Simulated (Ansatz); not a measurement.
# NH4+ (singlet): the correlation ladder at scale of all distances = 1.114, cc-pVDZ

An exercise on one series of results from a longer session: the logs are not shown, and one member is left open.

Method: cc-pVDZ, core rule «outside noble gas», up to 1 orbitals frozen; program: Ansatz 0.2.0, Gaussian basis.

Plan: UHF; CCSD(T) on RHF; BCCD(T) on RHF; CISD; CCSDT(Q) on RHF; CASSCF and MRCISD+Q, 2 electrons in 2 orbitals; CASSCF and NEVPT2, 2 electrons in 2 orbitals; CASSCF and MRCISD+Q, 8 electrons in 8 orbitals; CASSCF and NEVPT2, 8 electrons in 8 orbitals.

14 further runs of the same task are left out: 1 for a mislabelled method, 1 for a known fault of the program, 10 that didn't finish, 2 set aside as unsound or not needed.

## The system

The geometry derives from a PBE0/def2-TZVP stationary point (not a proven minimum). All distances are scaled together.

5 atoms, charge 1, spin multiplicity 1.

Atoms are counted from 1 here; the program's logs count them from 0.

Bond lengths: N1–H2 1.140 Å, N1–H3 1.140 Å, N1–H4 1.140 Å, N1–H5 1.140 Å. Angles: H2–N1–H3 109.5°, H2–N1–H4 109.5°, H2–N1–H5 109.5°, H3–N1–H4 109.5°, H3–N1–H5 109.5°, H4–N1–H5 109.5°.

The first run:

in.yaml

```yaml
crystal:
  periodic: [false, false, false]
  atoms:
    - {symbol: N, position_ang: [0.000000, 0.000000, 0.000000]}
    - {symbol: H, position_ang: [0.657642, 0.659825, 0.657498]}
    - {symbol: H, position_ang: [-0.660514, -0.655306, 0.659136]}
    - {symbol: H, position_ang: [-0.656127, 0.656812, -0.662013]}
    - {symbol: H, position_ang: [0.658999, -0.661330, -0.654621]}
basis:
  gaussian: {orbitals: cc-pVDZ}
total_charge: 1
magnetization: {spin_polarized: true, initial_magnetization: 0}
hamiltonian: {xc: hf}
output: {orbitals: {seedname: orbitals}}
```

Started as:

```bash
ansatz run in.yaml --threads 1 --pin off --events-out ev --progress --plain --max-ram 2393MiB
```

Steps of the session up to this table: UHF; CCSD(T) on RHF; BCCD(T) on RHF; CISD; CCSDT(Q) on RHF; CASSCF and MRCISD+Q, 2 electrons in 2 orbitals; CASSCF and NEVPT2, 2 electrons in 2 orbitals; CASSCF and MRCISD+Q, 8 electrons in 8 orbitals; CASSCF and NEVPT2, 8 electrons in 8 orbitals.

One table of the session follows, with a row left open; its other results are not shown here.

```
          method  from RCCSDT(Q) (kcal/mol)
             RHF                    +138.56
            RMP2                     +15.02
            CISD                      +9.87
           RCCSD                      +3.27
        RCCSD(T)                      +0.45
         BCCD(T)                      +0.46
          RCCSDT                      +0.26
       RCCSDT(Q)                          0
     CASSCF pair                    +125.28
     NEVPT2 pair                     +14.51
     MRCISD pair                      +8.11
   MRCISD+Q pair                      +0.60
  CASSCF valence                     +63.01
  NEVPT2 valence                     +13.83
  MRCISD valence                      +1.80
MRCISD+Q valence                          ?
```

Q: Estimate the row for MRCISD+Q valence from the others.

**Answer.** from RCCSDT(Q) (kcal/mol): -0.03. In the column «from RCCSDT(Q) (kcal/mol)» it is the lowest.
